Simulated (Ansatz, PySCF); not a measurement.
F2, SMILES FF. Atoms are numbered in the order given.

```xyz
2

F      0.0000     0.0000    -0.6981
F      0.0000     0.0000     0.6981
```
Charge 0, spin multiplicity 1.

Geometry: B3LYP-D3(BJ)/def2-TZVPD.

Vertical ionisation energy (IE) and electron affinity (EA) in eV. Rows of orbital energies are one-electron estimates. Where ΔSCF, EOM or ADC give a negative EA the extra electron is unbound and the value depends on the basis.

```
level                                                                    IE     EA
--------------------------------------------------------------------  -----  -----
−ε(HOMO), −ε(LUMO), HF/def2-TZVPD (PySCF)                             18.08  -1.79
−ε(HOMO), −ε(LUMO), r2SCAN/def2-TZVPD (PySCF)                          9.93   5.20
−ε(HOMO), −ε(LUMO), PBE/def2-TZVPD (PySCF)                             9.39   5.55
EOM-CCSD/aug-cc-pVDZ (PySCF)                                          15.35  -0.24
ADC(3)/aug-cc-pVDZ (PySCF)                                            15.99   0.18
ΔSCF, PBE0/def2-TZVPD (Ansatz), final states of multiplicity 2 and 2  15.79   0.42
ΔSCF, PBE/def2-TZVPD (Ansatz), final states of multiplicity 2 and 2   15.30   0.47
```

What vertical singlet–triplet gap does ΔSCF give with PBE0/def2-TZVPD (Ansatz, a quantum-chemistry and plane-wave program) and with PBE/def2-TZVPD (Ansatz)? (The exact figures need the calculation; the answer reports its results.)

3.15 and 3.11 eV (triplet above singlet where positive).

Computed lowest 1s main lines (those of the lightest heavy element) from CVS-ADC(2)-x/aug-cc-pVDZ (PySCF, non-relativistic), with pole strengths:
697.5 eV (1.49), 697.5 eV (1.49).

Beyond the first one, list the lowest photoelectron lines from ADC(3)/aug-cc-pVDZ (PySCF 2.14.0) with their pole strengths (two spins summed). (An estimate is asked for; the answer gives what the named calculation found.)

19.38 eV (1.62), 19.38 eV (1.62).
